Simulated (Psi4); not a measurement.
# C2H3B− (SMILES [BH2-]C#C): UMP2/6-31G(d) (density fitting, density fitting for correlation, spherical functions, sweep point 4)

Aim: the energy change on altering one bond length of C2H3B− at UMP2/6-31G* (density fitting, density fitting for correlation, spherical functions, sweep point 4), from 2 runs. 

The results are computed with Psi4 1.11.

**1. Starting point**

The species is C2H3B− (6 atoms), meant as a doublet with charge -1. As SMILES, `[BH2-]C#C`. The coordinates come from a GFN2-xTB relaxation.

Bond lengths: B1–C2 1.464 Å, C2–C3 1.247 Å, B1–H4 1.219 Å, B1–H5 1.219 Å, C3–H6 1.080 Å. Angles: B1–C2–C3 169.0°, C2–B1–H4 121.8°, C2–B1–H5 121.8°, C2–C3–H6 143.4°, H4–B1–H5 116.4°.

**2. A single-point energy at UMP2/6-31G(d) (density fitting, density fitting for correlation, spherical functions, sweep point 4)**

job.dat reads:

```
memory 1600 MB

molecule {
  -1 2
  B     -1.49654971     0.92759097    -1.06365125
  C      0.52706351    -0.32301089     0.34948595
  C      2.48995983    -1.33397657     1.17525847
  H     -3.07280806    -0.27058988    -2.24178210
  H     -1.75691617     3.21601151    -1.04292095
  H      3.30925059    -2.21604403     2.82362878
  units bohr
  symmetry c1
}

set {
  reference       uhf
  puream          true
  scf_type        df
  num_frozen_docc 3
  maxiter         150
}

result, w = energy("mp2/6-31G*", return_wfn=True)
print_variables()
```

The run is started by

```bash
psi4 -n 1 job.dat job.out
```

job.out, shortened:

```text
[...]
  Running in c1 symmetry.
[...]
  Nuclear repulsion =   46.447729660170218
[...]
  Multiplicity = 2
[...]
  Nalpha       = 11
  Nbeta        = 10
[...]
    Number of basis functions: 48
[...]
   @DF-UHF iter   1:  -101.95082966788974   -1.06524e+00   7.36912e-03 DIIS/ADIIS
[...]
   @DF-UHF iter  19:  -102.05533134609084   -3.12639e-12   5.90857e-09 DIIS
[...]
   @S^2 Observed:                9.664538106E-01
[...]
    Orbital Energies [Eh]
    ---------------------
    Alpha Occupied:
       1A    -10.999778     2A    -10.973575     3A     -7.312747
       4A     -0.783949     5A     -0.548211     6A     -0.443367
       7A     -0.292298     8A     -0.247255     9A     -0.222437
      10A     -0.153193    11A     -0.024266
    Alpha Virtual:
      12A      0.417024    13A      0.422926    14A      0.507973
      15A      0.529803    16A      0.557739    17A      0.663391
      18A      0.758131    19A      0.835130    20A      0.843447
      21A      0.864958    22A      0.905306    23A      1.003618
      24A      1.028264    25A      1.085167    26A      1.235756
[...]
  @DF-UHF Final Energy:  -102.05533134609084
   => Energetics <=
    Nuclear Repulsion Energy =             46.4477296601702179
    One-Electron Energy =                -233.1866549916769884
    Two-Electron Energy =                  84.6835939854159392
    Total Energy =                       -102.0553313460908385
  UHF NO Occupations:
  HONO-2 :    9  A 1.9595002
  HONO-1 :   10  A 1.9354409
[...]
 Multipole Moments:
 ------------------------------------------------------------------------------------
     Multipole            Electronic (a.u.)      Nuclear  (a.u.)        Total (a.u.)
 ------------------------------------------------------------------------------------
 L = 1.  Multiply by 2.5417464519 to convert [e a0] to [Debye]
 Dipole X            :          1.2383492           -0.4696363            0.7687129
 Dipole Y            :         -0.6725211            0.1248444           -0.5476767
 Dipole Z            :          0.5971542            0.1497082            0.7468624
 Magnitude           :                                                    1.2036082
[...]
```

It took 1.6 s on 1 thread of Intel Xeon 6975P-C (Granite Rapids), shared host; peak memory 0.19 GiB.

**3. The distorted shape**

c2h3b.in reads:

```
memory 1.6 GB

molecule {
  -1 2
  B     -1.36635892    -0.21668923    -1.07401639
  C      0.65725431    -1.46729108     0.33912080
  C      2.62015063    -2.47825676     1.16489332
  H     -2.94261727    -1.41487007    -2.25214725
  H     -1.75691617     3.21601151    -1.04292095
  H      3.43944139    -3.36032422     2.81326363
  units au
  symmetry c1
}

set {
  reference uhf
  puream true
  scf_type df
  num_frozen_docc 3
  maxiter 150
}

energy("mp2/6-31G*")
```

The run is started by

```bash
psi4 c2h3b.in c2h3b.out -n 1
```

c2h3b.out, shortened:

```text
[...]
  Running in c1 symmetry.
[...]
  Nuclear repulsion =   45.299876142528987
[...]
  Multiplicity = 2
[...]
  Nalpha       = 11
  Nbeta        = 10
[...]
    Number of basis functions: 48
[...]
   @DF-UHF iter   1:  -101.87751615973872   -1.16171e+00   7.56770e-03 ADIIS/DIIS
[...]
   @DF-UHF iter  22:  -101.99581304941103   -2.70006e-12   7.63932e-09 DIIS
[...]
   @S^2 Observed:                1.094430152E+00
[...]
    Orbital Energies [Eh]
    ---------------------
    Alpha Occupied:
       1A    -11.022355     2A    -10.991275     3A     -7.377284
       4A     -0.804476     5A     -0.562935     6A     -0.455270
       7A     -0.302977     8A     -0.242567     9A     -0.207630
      10A     -0.133884    11A     -0.049903
    Alpha Virtual:
      12A      0.359104    13A      0.403487    14A      0.456387
      15A      0.495165    16A      0.547695    17A      0.619700
      18A      0.743137    19A      0.819437    20A      0.834248
      21A      0.856849    22A      0.949842    23A      0.985307
      24A      1.025534    25A      1.067730    26A      1.220045
[...]
  @DF-UHF Final Energy:  -101.99581304941103
   => Energetics <=
    Nuclear Repulsion Energy =             45.2998761425289871
    One-Electron Energy =                -230.4860935405758937
    Two-Electron Energy =                  83.1904043486358660
    Total Energy =                       -101.9958130494110264
  UHF NO Occupations:
  HONO-2 :    9  A 1.9284325
  HONO-1 :   10  A 1.9268282
[...]
 Multipole Moments:
 ------------------------------------------------------------------------------------
     Multipole            Electronic (a.u.)      Nuclear  (a.u.)        Total (a.u.)
 ------------------------------------------------------------------------------------
 L = 1.  Multiply by 2.5417464519 to convert [e a0] to [Debye]
 Dipole X            :          1.5280347           -0.5308289            0.9972058
 Dipole Y            :         -1.9989602            0.6626824           -1.3362778
 Dipole Z            :          0.6763952            0.1545801            0.8309753
 Magnitude           :                                                    1.8629487
[...]
```

Wall time 1.5 s (1 thread of Intel Xeon 6975P-C (Granite Rapids), shared host); peak memory 0.19 GiB.

**4. Summary of results**

Level: UMP2/6-31G* (density fitting, density fitting for correlation, spherical functions, sweep point 4), 3 core orbitals frozen.

```
                                                                   quantity          value
                                                  first shape: total energy  -102.36438 Eh
    first shape: HOMO energy (Hartree–Fock orbitals) (highest over α and β)       -0.66 eV
     first shape: LUMO energy (Hartree–Fock orbitals) (lowest over α and β)        9.40 eV
                   first shape: correlation energy (3 core orbitals frozen)     -309.1 mEh
                             first shape: ⟨S²⟩ of the reference determinant          0.966
                                              distorted shape: total energy  -102.29870 Eh
distorted shape: HOMO energy (Hartree–Fock orbitals) (highest over α and β)       -1.36 eV
 distorted shape: LUMO energy (Hartree–Fock orbitals) (lowest over α and β)        9.05 eV
               distorted shape: correlation energy (3 core orbitals frozen)     -302.9 mEh
                         distorted shape: ⟨S²⟩ of the reference determinant          1.094
          energy change with the B1–H5 bond stretched from 1.219 to 1.828 Å       1.787 eV
```

What this shows: With the B1–H5 bond stretched from 1.219 to 1.828 Å the energy rises by 1.79 eV (172 kJ/mol). The first shape isn't relaxed at this level, so the change isn't measured from a minimum. ⟨S²⟩ (first shape) is 0.97 where a pure doublet has 0.75: the reference is spin-contaminated. ⟨S²⟩ (distorted shape) is 1.09 where a pure doublet has 0.75: the reference is spin-contaminated.
